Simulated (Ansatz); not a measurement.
1T (CdI2-type) CdI2, treated with HSE06-D3(BJ) (PAW; Ansatz, a program for electronic structure).

Settings: plane-wave cutoff 520 eV, 6×6×4 k mesh (along the axes of the cell as run), scalar-relativistic PAW data made under PBE.

Computed at the level's own relaxed cell.

```yaml
crystal:
  lattice:
    - [4.20139, 0.00000, 0.00000]
    - [-2.10070, 3.63851, 0.00000]
    - [0.00000, 0.00000, 6.69656]
  atoms:
    - { symbol: Cd, position: [0.00000, 0.00000, 0.00000] }
    - { symbol: I, position: [0.33333, 0.66667, 0.25564] }
    - { symbol: I, position: [0.66667, 0.33333, 0.74436] }
```

Q: Give the elastic tensor (Voigt notation, GPa, ions relaxed, in the Cartesian axes of the cell as printed).

A: 
```
   48.0    17.9    11.4    -1.9     0.0     0.0
   17.9    48.0    11.4     1.9     0.0     0.0
   11.4    11.4    28.2     0.0     0.0     0.0
   -1.9     1.9     0.0     7.4     0.0     0.0
    0.0     0.0     0.0     0.0     7.4    -1.9
    0.0     0.0     0.0     0.0    -1.9    15.1
```

Note: the dispersion coefficients are held fixed in the derivatives.

Static lattice: no zero-point or thermal effects.
